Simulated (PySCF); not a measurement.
Species: C₅H₁₃P.
Z-matrix (Å and degrees, GFN2-xTB geometry), rows numbered from 1:
```
C 
C   1  1.5228
C   2  1.5308  1  113.44
C   3  1.5269  2  109.88  1   177.44
P   3  1.8818  2  110.42  1   -61.56
C   5  1.8530  3   99.41  2   174.57
H   1  1.0877  2  110.34  3  -174.15
H   1  1.0887  2  110.60  3   -54.21
H   1  1.0882  2  110.54  3    66.21
H   2  1.0929  1  109.28  3  -121.65
H   2  1.0943  1  109.08  3   120.93
H   3  1.0979  2  109.18  1    57.61
H   4  1.0893  3  110.32  2   -54.01
H   4  1.0876  3  111.28  2  -174.03
H   4  1.0892  3  110.27  2    65.53
H   5  1.4014  3   95.00  2    79.68
H   6  1.0889  5  111.65  3   -39.98
H   6  1.0885  5  107.95  3  -160.40
H   6  1.0886  5  109.78  3    81.93
```

The calculation used TDDFT B3LYP/def2-SVPD, vertical, gas phase, core orbitals frozen in the response (PySCF).

Each state is given a Gaussian of 0.4 eV full width at half maximum, with ε(max) = 2.175×10⁸ f / Δν̃ (Δν̃ the width in cm⁻¹). The width is an assumption, not a result. The curve ends short of the highest state used, and states not computed would add to its high-energy end.

E (eV), ε (L mol⁻¹ cm⁻¹) and a bar:
```
     5.38          4 
     5.42          8 
     5.45         15 
     5.48         26 
     5.51         43 
     5.54         69 
     5.58        124 
     5.61        185 #
     5.64        269 #
     5.67        379 #
     5.70        518 #
     5.74        750 ##
     5.77        955 ###
     5.80       1182 ###
     5.83       1421 ####
     5.86       1663 #####
     5.89       1898 #####
     5.93       2185 ######
     5.96       2375 #######
     5.99       2545 #######
     6.02       2701 ########
     6.05       2855 ########
     6.09       3078 #########
     6.12       3272 #########
     6.15       3493 ##########
     6.18       3737 ###########
     6.21       3992 ###########
     6.25       4308 ############
     6.28       4494 #############
     6.31       4606 #############
     6.34       4625 #############
     6.37       4540 #############
     6.41       4272 ############
     6.44       3978 ###########
     6.47       3638 ##########
     6.50       3291 #########
     6.53       2980 ########
     6.57       2691 ########
     6.60       2614 #######
     6.63       2686 ########
     6.66       2921 ########
     6.69       3322 #########
     6.73       4094 ############
     6.76       4824 ##############
     6.79       5645 ################
     6.82       6519 ###################
     6.85       7401 #####################
     6.89       8512 ########################
     6.92       9241 ##########################
     6.95       9840 ############################
     6.98      10277 #############################
     7.01      10531 ##############################
     7.05      10560 ##############################
     7.08      10346 #############################
     7.11       9939 ############################
     7.14       9359 ###########################
```

(1) Locate the maxima and give the states behind the curve.

(2) Coming from long wavelengths, where does ε first pass 100 L mol⁻¹ cm⁻¹?

(3) On this curve, what absorbance would a 10⁻⁵ mol/L sample give at 222 nm over a 1 cm path?

## Answers

(1) 196 nm (6.33 eV), ε about 4600, made up of S2 (94%); 176 nm (7.03 eV), ε about 11000, made up of S4 (43%) and S5 (53%) (ε in L mol⁻¹ cm⁻¹; maxima over ε = 5, shares over 10%). The states used: S1 5.98 eV (f 0.031); S2 6.35 eV (f 0.065); S3 6.84 eV (f 0.012); S4 6.93 eV (f 0.081); S5 7.13 eV (f 0.097); S6 7.59 eV (f 0.013); S7 7.63 eV (f 0.010); S8 7.74 eV (f 0.037).

(2) At about 223 nm (5.57 eV), 0.42 eV below S1.

(3) 222 nm is 5.585 eV, where ε is about 130 L mol⁻¹ cm⁻¹, so A = ε c l ≈ 0.0013 (Beer–Lambert, with the gas-phase spectrum and the assumed width).

One conformer stands for the species.
